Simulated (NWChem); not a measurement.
All runs are NWChem calculations. System: FLi, charge 0, spin multiplicity 1, at a geometry optimised with PBE0/def2-SVP. The structure started from a generated list of species. Level: RHF/def2-TZVP.

Job file:

```
start mol
memory heap 200 mb stack 900 mb global 1100 mb
geometry units angstroms nocenter noautoz
  Li     0.000000     0.000000    -1.149193
  F      0.000000     0.000000     0.383064
  symmetry group C2v
end
basis spherical
  * library def2-tzvp
end
scf
  rhf
  nopen 0
  maxiter 100
  thresh 1e-7
  semidirect memsize 60000000 filesize 0
end
task scf energy
```

Part of the output:

```
             Northwest Computational Chemistry Package (NWChem) 7.3.0
             --------------------------------------------------------

                                NWChem Input Module
                                -------------------

 Scaling coordinates for geometry "geometry" by  1.889725989
 (inverse scale =  0.529177249)

 Turning off AUTOSYM since
 SYMMETRY directive was detected!

                             Geometry "geometry" -> ""
                             -------------------------

 Output coordinates in angstroms (scale by  1.889725989 to convert to a.u.)

  No.       Tag          Charge          X              Y              Z
 ---- ---------------- ---------- -------------- -------------- --------------
    1 Li                   3.0000     0.00000000     0.00000000    -1.14919300
    2 F                    9.0000     0.00000000     0.00000000     0.38306400

 Effective nuclear repulsion energy (a.u.)       9.3246666342

            Nuclear Dipole moment (a.u.)
            ----------------------------
        X                 Y               Z
 ---------------- ---------------- ----------------
     0.0000000000     0.0000000000    -0.0000056692

      Symmetry information
      --------------------

 Group name             C2v
 Group number             16
 Group order               4
 No. of unique centers     2

      Symmetry unique atoms

     1    2


 Summary of "ao basis" -> "" (spherical)
 ------------------------------------------------------------------------------
       Tag                 Description            Shells   Functions and Types
 ---------------- ------------------------------  ------  ---------------------
 *                         def2-tzvp                  on all atoms

 Summary of "ao basis" -> "ao basis" (spherical)
 ------------------------------------------------------------------------------
       Tag                 Description            Shells   Functions and Types
 ---------------- ------------------------------  ------  ---------------------
 Li                        def2-tzvp                 8       14   5s3p
 F                         def2-tzvp                11       31   5s3p2d1f

                                 NWChem SCF Module
                                 -----------------

  ao basis        = "ao basis"
  functions       =    45
  atoms           =     2
  closed shells   =     6
  open shells     =     0
  charge          =   0.00
  wavefunction    = RHF
  use symmetry    = T
  symmetry adapt  = T

 Summary of "ao basis" -> "ao basis" (spherical)
 ------------------------------------------------------------------------------
       Tag                 Description            Shells   Functions and Types
 ---------------- ------------------------------  ------  ---------------------
 Li                        def2-tzvp                 8       14   5s3p
 F                         def2-tzvp                11       31   5s3p2d1f

      Symmetry analysis of basis
      --------------------------

        a1         22
        a2          3
        b1         10
        b2         10

 Forming initial guess at       0.0s

      Superposition of Atomic Density Guess
      -------------------------------------

 Sum of atomic energies:        -106.85072996

      Non-variational initial energy
      ------------------------------

 Total energy =    -106.584669
 1-e energy   =    -166.932482
 2-e energy   =      51.023147
 HOMO         =      -0.670504
 LUMO         =      -0.057794

      Symmetry analysis of molecular orbitals - initial
      -------------------------------------------------

 !! scf_movecs_sym_adapt:   26 vectors were symmetry contaminated

  Symmetry fudging

 !! scf_movecs_sym_adapt:   24 vectors were symmetry contaminated

  Numbering of irreducible representations:

     1 a1          2 a2          3 b1          4 b2

  Orbital symmetries:

     1 a1          2 a1          3 a1          4 a1          5 b1
     6 b2          7 a1          8 b1          9 b2         10 a1
    11 a1         12 b1         13 b2         14 a1         15 b1
    16 b2

 Starting SCF solution at       0.1s

 ----------------------------------------------
         Quadratically convergent ROHF

 Convergence threshold     :          1.000E-07
 Maximum no. of iterations :          100
 Final Fock-matrix accuracy:          1.000E-09
 ----------------------------------------------

              iter       energy          gnorm     gmax       time
             ----- ------------------- --------- --------- --------
                 1     -106.9121781474  1.26D+00  4.19D-01      0.1
                 2     -106.9824404519  1.74D-01  5.99D-02      0.1
                 3     -106.9839665802  9.69D-03  3.35D-03      0.1
                 4     -106.9839760707  3.78D-05  1.37D-05      0.1
                 5     -106.9839760709  3.42D-09  1.87D-09      0.1

       Final RHF  results
       ------------------

         Total SCF energy =   -106.983976070888
      One-electron energy =   -169.891385933947
      Two-electron energy =     53.582743228812
 Nuclear repulsion energy =      9.324666634247

        Time for solution =      0.0s

       Symmetry analysis of molecular orbitals - final
       -----------------------------------------------

  Numbering of irreducible representations:

     1 a1          2 a2          3 b1          4 b2

  Orbital symmetries:

     1 a1          2 a1          3 a1          4 a1          5 b2
     6 b1          7 a1          8 b2          9 b1         10 a1
    11 a1         12 b1         13 b2         14 a1         15 a1
    16 b2

             Final eigenvalues
             -----------------

              1
    1  -26.1059
    2   -2.4320
    3   -1.3765
    4   -0.4992
    5   -0.4747
    6   -0.4747
    7    0.0030
    8    0.1085
    9    0.1085
   10    0.1381
   11    0.2089
   12    0.6789
   13    0.6789
   14    0.8417
   15    0.8683
   16    0.8804

                       ROHF Final Molecular Orbital Analysis
                       -------------------------------------

 Vector    4  Occ=2.000000D+00  E=-4.991749D-01  Symmetry=a1
              MO Center=  1.8D-16,  1.3D-16,  3.8D-01, r^2= 5.2D-01
   Bfn.  Coefficient  Atom+Function         Bfn.  Coefficient  Atom+Function
  ----- ------------  ---------------      ----- ------------  ---------------
    22      0.474234  2 F  pz                25      0.414600  2 F  pz
    28      0.297125  2 F  pz

 Vector    5  Occ=2.000000D+00  E=-4.746710D-01  Symmetry=b2
              MO Center= -7.1D-32, -8.0D-17,  3.5D-01, r^2= 5.8D-01
   Bfn.  Coefficient  Atom+Function         Bfn.  Coefficient  Atom+Function
  ----- ------------  ---------------      ----- ------------  ---------------
    21      0.470469  2 F  py                24      0.404963  2 F  py
    27      0.320260  2 F  py

 Vector    6  Occ=2.000000D+00  E=-4.746710D-01  Symmetry=b1
              MO Center= -6.3D-17, -1.4D-31,  3.5D-01, r^2= 5.8D-01
   Bfn.  Coefficient  Atom+Function         Bfn.  Coefficient  Atom+Function
  ----- ------------  ---------------      ----- ------------  ---------------
    20      0.470469  2 F  px                23      0.404963  2 F  px
    26      0.320260  2 F  px

 Vector    7  Occ=0.000000D+00  E= 3.023414D-03  Symmetry=a1
              MO Center= -3.5D-15,  7.2D-15, -2.2D+00, r^2= 6.5D+00
   Bfn.  Coefficient  Atom+Function         Bfn.  Coefficient  Atom+Function
  ----- ------------  ---------------      ----- ------------  ---------------
     5      1.014971  1 Li s                 11     -0.459030  1 Li pz
     4     -0.160612  1 Li s

 Vector    8  Occ=0.000000D+00  E= 1.084917D-01  Symmetry=b2
              MO Center= -1.2D-32, -8.1D-15, -1.3D+00, r^2= 5.9D+00
   Bfn.  Coefficient  Atom+Function         Bfn.  Coefficient  Atom+Function
  ----- ------------  ---------------      ----- ------------  ---------------
    10      1.046211  1 Li py                27     -0.245338  2 F  py

 Vector    9  Occ=0.000000D+00  E= 1.084917D-01  Symmetry=b1
              MO Center=  2.6D-15, -7.7D-33, -1.3D+00, r^2= 5.9D+00
   Bfn.  Coefficient  Atom+Function         Bfn.  Coefficient  Atom+Function
  ----- ------------  ---------------      ----- ------------  ---------------
     9      1.046211  1 Li px                26     -0.245338  2 F  px

 center of mass
 --------------
 x =   0.00000000 y =   0.00000000 z =  -0.05703341

 moments of inertia (a.u.)
 ------------------
          42.958953536722           0.000000000000           0.000000000000
           0.000000000000          42.958953536722           0.000000000000
           0.000000000000           0.000000000000           0.000000000000

  Mulliken analysis of the total density
  --------------------------------------

    Atom       Charge   Shell Charges
 -----------   ------   -------------------------------------------------------
    1 Li   3     2.17   0.36  1.29  0.34  0.02 -0.00  0.10  0.06  0.00
    2 F    9     9.83   0.77  1.20  0.59  0.98  0.44  2.24  2.26  1.35  0.00  0.00  0.00

       Multipole analysis of the density wrt the origin
       ------------------------------------------------

     L   x y z        total         open         nuclear
     -   - - -        -----         ----         -------
     0   0 0 0     -0.000000      0.000000     12.000000

     1   1 0 0     -0.000000      0.000000      0.000000
     1   0 1 0     -0.000000      0.000000      0.000000
     1   0 0 1     -2.515875      0.000000     -0.000006

     2   2 0 0     -5.147902      0.000000      0.000000
     2   1 1 0      0.000000      0.000000      0.000000
     2   1 0 1      0.000000      0.000000      0.000000
     2   0 2 0     -5.147902      0.000000      0.000000
     2   0 1 1     -0.000000      0.000000      0.000000
     2   0 0 2     -0.775324      0.000000     18.864418

 Task  times  cpu:        0.1s     wall:        0.1s

 Total times  cpu:        0.1s     wall:        0.1s
```
